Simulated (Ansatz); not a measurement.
C3H6F2O, SMILES `CC(O)(F)CF`, 12 atoms. Charge 0, multiplicity 1. All runs use 4 threads of a server CPU on a shared host. Correlated methods freeze the cores.

Task: Give the basis size and wall time and peak host memory of each of these runs in Ansatz. RKS ωB97M-V/def2-QZVPP energy; RHF-CCSD(T)/def2-TZVPP energy; RKS r2SCANh-D4/def2-TZVPP energy; RKS PBE0-D4/def2-TZVP frequencies; RHF-CCSD(T)/def2-SVP energy; direct RPA on PBE orbitals/def2-TZVPP energy; RHF-MP2/def2-QZVPP energy; RKS CAM-B3LYP-D4/def2-TZVPP energy; RKS ωB97M-V/def2-SVP energy; RKS PBE0-D4/def2-SVP energy; RKS ωB97M-V/def2-TZVPP energy and forces; RKS B3LYP-D4/def2-TZVPP energy and forces. (Estimate.)

Result: Ansatz gave: Other jobs shared the machine, so times are rough.

| level | job | functions | wall time | peak host memory (GiB) |
| --- | --- | --- | --- | --- |
| RKS PBE0-D4/def2-SVP | energy | 114 | 1.1 s | 0.25 |
| RKS CAM-B3LYP-D4/def2-TZVPP | energy | 270 | 3.8 s | 0.75 |
| RKS ωB97M-V/def2-SVP | energy | 114 | 4.3 s | 0.35 |
| RKS B3LYP-D4/def2-TZVPP | energy and forces | 270 | 5.5 s | 0.77 |
| RKS r2SCANh-D4/def2-TZVPP | energy | 270 | 6 s | 0.68 |
| direct RPA on PBE orbitals/def2-TZVPP | energy | 270 | 7 s | 0.75 |
| RHF-CCSD(T)/def2-SVP | energy | 114 | 12 s | 0.7 |
| RKS ωB97M-V/def2-TZVPP | energy and forces | 270 | 13 s | 0.98 |
| RKS ωB97M-V/def2-QZVPP | energy | 522 | 22 s | 2.3 |
| RHF-MP2/def2-QZVPP | energy | 522 | 33 s | 4 |
| RKS PBE0-D4/def2-TZVP | frequencies | 222 | 3.3 min | 0.58 |
| RHF-CCSD(T)/def2-TZVPP | energy | 270 | 6.1 min | 8 |

B3LYP here is the variant with VWN-RPA as its local correlation; programs differ in this.
